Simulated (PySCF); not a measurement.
# MgO at other levels of theory

What do other methods print for MgO?

Method: each script names its method and basis; program: PySCF 2.14.0.

5 further runs of the same task are left out: 5 that didn't finish.

### Step 1. The starting structure

MgO: 2 atoms, charge 0, spin multiplicity 1.

Bond lengths: Mg1–O2 2.091 Å.

### Step 2. Base script

input.py

```python
from pyscf import gto, scf

mol = gto.M(
    atom='Mg 0 0 0; O 0 0 2.091',
    basis='sto-3g',
    charge=0,
    spin=0,
    symmetry=True,
    verbose=4,
)
mf = scf.RHF(mol)
mf = mf.density_fit(auxbasis='def2-universal-jkfit')
mf.kernel()
mf.analyze()
print('orbital energies (hartree):', mf.mo_energy[..., max(0, mol.nelec[1]-3):mol.nelec[0]+3].round(4))
```

Command:

```console
> OMP_NUM_THREADS=1 python input.py
```

### Step 3. TDA

Variant 1 changes step after the SCF: analyze → tda; number of roots: none → 5.

Edit input.py of step 2 so:

```diff
@@ -1,2 +1,2 @@
-from pyscf import gto, scf
+from pyscf import gto, scf, tdscf
 
@@ -13,3 +13,7 @@
 mf.kernel()
-mf.analyze()
+td = tdscf.TDA(mf)
+td.nstates = 5
+td.kernel()
+td.analyze()
+mf.dip_moment()
 print('orbital energies (hartree):', mf.mo_energy[..., max(0, mol.nelec[1]-3):mol.nelec[0]+3].round(4))
```

### Step 4. O3lyp (RKS)

Variant 2 changes functional: none (Hartree–Fock) → o3lyp; SCF type: RHF → RKS.

Edit input.py of step 2 so:

```diff
@@ -1,2 +1,2 @@
-from pyscf import gto, scf
+from pyscf import gto, dft
 
@@ -10,3 +10,3 @@
 )
-mf = scf.RHF(mol)
+mf = dft.RKS(mol, xc='o3lyp')
 mf = mf.density_fit(auxbasis='def2-universal-jkfit')
```

### Step 5. CASSCF

Variant 3 changes step after the SCF: analyze → casscf; active space: none → 6 electrons in 6 orbitals.

Edit input.py of step 2 so:

```diff
@@ -1,2 +1,2 @@
-from pyscf import gto, scf
+from pyscf import gto, scf, mcscf
 
@@ -13,3 +13,6 @@
 mf.kernel()
-mf.analyze()
+mc = mcscf.CASSCF(mf, 6, 6)
+mc.kernel()
+mc.analyze()
+mf.dip_moment()
 print('orbital energies (hartree):', mf.mo_energy[..., max(0, mol.nelec[1]-3):mol.nelec[0]+3].round(4))
```

### Step 6. MP2

Variant 4 changes step after the SCF: analyze → mp2; frozen orbitals: none → 2.

Edit input.py of step 2 so:

```diff
@@ -1,2 +1,2 @@
-from pyscf import gto, scf
+from pyscf import gto, scf, mp
 
@@ -13,3 +13,4 @@
 mf.kernel()
-mf.analyze()
+mp.MP2(mf, frozen=2).kernel()
+mf.dip_moment()
 print('orbital energies (hartree):', mf.mo_energy[..., max(0, mol.nelec[1]-3):mol.nelec[0]+3].round(4))
```

**Question.** What will these runs give? Wanted: for each run, E(SCF); from base; gap; SCF dipole; after the SCF.

As calculated:

| run | E(SCF) (hartree) | from base (eV) | cycles | gap (eV) | SCF dipole (D) | after the SCF |
| --- | --- | --- | --- | --- | --- | --- |
| base | -270.742020 | 0 | 10 | 10.85 | 4.37 | n/a |
| TDA | -270.742020 | 0.0000 | 10 | 10.85 | 4.37 | lowest root found 7.11 eV |
| o3lyp (RKS) | -271.520932 | not comparable | 14 | 0.39 | 5.34 | n/a |
| CASSCF | -270.742020 | 0.0000 | 10 | 10.85 | 4.37 | CASSCF correlation -1.950 eV |
| MP2 | -270.742020 | 0.0000 | 10 | 10.85 | 4.37 | MP2 correlation -1.853 eV, core frozen |

**Reading.** Total energies of different functionals can't be compared with each other; differences within one functional can.
